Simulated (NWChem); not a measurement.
SiH₂, singlet; SMILES [SiH2]

```xyz
3

Si     0.0000     0.0000     0.1338
H      1.0934     0.0000    -0.9369
H     -1.0934     0.0000    -0.9369
```
Atoms are numbered in this order, from 1.

Low-valent species are run as closed-shell singlets; no triplet was tried in these runs. Geometry: optimised at B3LYP/6-31G* (spherical d).

Symmetry labels are those of C2v in the frame above (b1 and b2, or b-type labels, depend on it).

Question: List the 4 lowest vertical singlet excitations from CAM-B3LYP/6-31G* (spherical d), TDA (NWChem).

Answer: 
```tsv
state	energy (eV)	oscillator strength	symmetry	leading excitation (squared amplitude)
S1	2.48	0.035	b2	HOMO → LUMO (0.99)
S2	4.48	0.000	a2	HOMO−1 → LUMO (1.00)
S3	7.61	0.380	b1	HOMO → LUMO+1 (0.94)
S4	8.68	0.106	a1	HOMO → LUMO+2 (0.79)
```
